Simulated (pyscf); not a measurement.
Thermochemistry of product channels of H₃Si–PH₂ + H atom (H•) on the doublet surface, in eV, from ωB97M-D3(BJ)/def2-TZVP energies (ideal gas, 1 atm, RRHO with modes under 100 cm⁻¹ raised to 100, one conformer, R ln 2 for rigid chiral ones). Single points on ωB97X-D3(BJ)/def2-SVP structures (PySCF, gas phase).

```tsv
products	ΔE	ΔH(298 K)	ΔG(600 K)	ΔG(900 K)
H₃Si–PH• + hydrogen (H₂)	[?]	-0.90	-1.01	-1.07
PH [triplet] + silyl (SiH₃•) + hydrogen (H₂)	+2.13	+2.04	+1.11	+0.65
PH₂• + silane (SiH₄)	[?]	-0.87	-1.00	-1.02
•H₂Si–PH₂ + hydrogen (H₂)	[?]	-0.58	-0.69	-0.75
PH₂• + silylene (SiH₂) [singlet] + hydrogen (H₂)	+1.68	+1.57	+0.59	+0.12
```

Q: Complete the blanks.

A: 
- H₃Si–PH• + hydrogen (H₂), ΔE: -0.93
- PH₂• + silane (SiH₄), ΔE: -0.94
- •H₂Si–PH₂ + hydrogen (H₂), ΔE: -0.61

The channel to PH₂• + SiH₂ [singlet] + H₂ turns favourable between 298 and 1200 K (ΔG from +1.08 eV to -0.33 eV).

These are energies of the channels, which say nothing of barriers.
